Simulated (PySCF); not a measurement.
# CH2F2: the cost of one run

Computed with PySCF 2.14.0, with density-fitted response routines of our own, on a single molecule in the gas phase. Atoms count from 0, in the outputs and in this text.

## (1) The molecule as given

5 atoms, charge 0, multiplicity 1; geometry from: MMFF94s. The atoms were then displaced at random by about 0.03 Å, so the start is not that level's minimum.

Bonds of the start (Å): F0–C1 1.33, C1–F2 1.32, C1–H3 1.10, C1–H4 1.11.

## (2) Relaxing the molecule at PBE0-D3(BJ)/def2-SVP

The job: settings as JSON, then the geometry in Å.

```
{"job": {"xc": "PBE0", "basis": "def2-SVP", "d3": "d3bj", "grid": 1, "shake": 0.03, "kind": "geom"}, "charge": 0, "multiplicity": 1}
F     -1.005250    -0.834830    -0.056460
C     -0.019330     0.062000     0.001850
F      1.049790    -0.696750    -0.116300
H      0.090760     0.594610     0.961940
H     -0.041130     0.764500    -0.853150
```

On the command line:

```sh
$ OMP_NUM_THREADS=1 python probes_run.py task.json out
```

The driver reads the jobs from task.json and runs them one after another.

**Question.** How long does this first job take on 1 thread of Intel Xeon Platinum 8259CL at 2.50GHz, shared host, and how much memory does it need?

About 7.7 s, with a peak of 0.26 GiB.
